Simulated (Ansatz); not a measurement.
**ClH2NSi: a ladder of functionals and wavefunction methods**

An exercise on one series of results from a longer session: the logs are not shown, and one member is left open.

Program: Ansatz 0.2.0, Gaussian basis. Level of theory: functionals in def2-TZVPP, the program's frozen cores in correlated methods. These are calculated values, not measurements.

Plan: LDA (SPW92), PBE-D4, revPBE-D4, BLYP-D4, r2SCAN-D4, B97M-V, PBE0-D4, B3LYP-D4, r2SCANh-D4, r2SCAN0-D4, HSE06-D4, BHLYP-D4, CAM-B3LYP-D4, LC-ωPBE, ωB97X-V, ωB97M-V, B2PLYP, PBE-QIDH; CCSD(T)/def2-SVP; CCSD(T)/def2-TZVPP; CCSD(T)/def2-QZVPP; extrapolation to the limit; RPA on PBE.

### The geometry

The geometry comes from an earlier relaxation with PBE0-D4 in a triple-zeta def2 set; it is a stationary point.

SMILES `N[Si]Cl`, 5 atoms, charge 0, spin multiplicity 1.

Atoms are counted from 1 here; the program's logs count them from 0.

Bond lengths: N1–Si2 1.701 Å, N1–H4 1.009 Å, N1–H5 1.010 Å, Si2–Cl3 2.104 Å. Angles: Si2–N1–H4 121.0°, Si2–N1–H5 126.0°, H4–N1–H5 113.0°, N1–Si2–Cl3 98.2°.

Coordinates:

```xyz
5
ClH2NSi
N    -0.1482    0.5835   -0.2339
Si   -0.1162   -0.3418    1.1926
Cl    0.6490   -2.1245    0.3773
H    -0.4733    1.5386   -0.2274
H     0.1386    0.2706   -1.1500
```

The first run:

Contents of in.yaml:

```yaml
crystal:
  periodic: [false, false, false]
  atoms:
    - {symbol: N, position_ang: [-0.148250, 0.583450, -0.233885]}
    - {symbol: Si, position_ang: [-0.116229, -0.341783, 1.192573]}
    - {symbol: Cl, position_ang: [0.648995, -2.124478, 0.377265]}
    - {symbol: H, position_ang: [-0.473349, 1.538615, -0.227367]}
    - {symbol: H, position_ang: [0.138633, 0.270596, -1.149984]}
basis:
  gaussian: {orbitals: def2-TZVPP}
hamiltonian: {xc: lda}
output: {orbitals: {seedname: orbitals}}
```

Command:

```sh
ansatz run in.yaml --threads 2 --pin off --events-out ev --progress --plain --max-ram 32768MiB --backend cpu
```

Steps of the session up to this table: LDA; PBE-D4 (GGA); revPBE-D4 (GGA); BLYP-D4 (GGA); r2SCAN-D4 (meta-GGA); B97M-V (meta-GGA); PBE0-D4 (hybrid); B3LYP-D4 (hybrid); r2SCANh-D4 (hybrid); r2SCAN0-D4 (hybrid); HSE06-D4 (hybrid); BHLYP-D4 (hybrid); CAM-B3LYP-D4 (range-separated); LC-ωPBE (range-separated); ωB97X-V (range-separated); ωB97M-V (range-separated); B2PLYP (double hybrid); PBE-QIDH (double hybrid).

One table of the session follows, with a row left open; its other results are not shown here.

It belongs to the step «Orbital energies across the functionals». 

```
  functional  HOMO (eV)  LUMO (eV)  gap (eV)
 LDA (SPW92)      -6.11      -2.49      3.62
      PBE-D4      -6.02      -2.33      3.69
   revPBE-D4      -5.97      -2.27      3.71
     BLYP-D4      -5.89      -2.17      3.72
   r2SCAN-D4      -6.23      -2.24      3.99
      B97M-V      -6.31      -2.17      4.14
     PBE0-D4      -7.12      -1.53      5.59
    B3LYP-D4      -6.94      -1.70      5.23
  r2SCANh-D4      -6.64      -1.93      4.71
  r2SCAN0-D4      -7.25      -1.48      5.78
    HSE06-D4      -6.72      -1.91      4.81
    BHLYP-D4      -8.12      -0.62      7.50
CAM-B3LYP-D4      -8.42      -0.44      7.98
     LC-ωPBE      -9.71       0.61     10.31
     ωB97X-V      -9.38       0.55      9.94
     ωB97M-V          ?          ?         ?
```

Estimate the missing values for ωB97M-V.

**Answer.** HOMO (eV): -9.22; LUMO (eV): 0.47; gap (eV): 9.69. In the column «HOMO (eV)» it lies between ωB97X-V (-9.38) and CAM-B3LYP-D4 (-8.42).
